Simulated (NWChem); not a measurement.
System: N₂ cation, doublet

Input file for NWChem:

```
start job
memory heap 200 mb stack 900 mb global 1100 mb
charge 1
geometry units angstroms
  N      0.000000     0.000000    -0.561364
  N      0.000000     0.000000     0.561364
end
basis spherical
  N library aug-cc-pvtz
end
dft
  odft
  mult 2
  xc pbe0
  iterations 150
end
driver
  maxiter 120
end
task dft optimize
task dft freq
```

No stability test was run on the SCF state.

The level has its own optimisation; frequencies are unscaled.

Predict the main results of this run. (PBE0/aug-cc-pVTZ, spin-unrestricted.) Quantities: basis functions; r N–N (Å); highest harmonic frequency (cm⁻¹); zero-point energy (kcal/mol).


```
Quantity                           Result
---------------------------------  ------
number of basis functions              92
r N–N (Å)                           1.103
highest harmonic frequency (cm⁻¹)    2366
zero-point energy (kcal/mol)          3.4
```
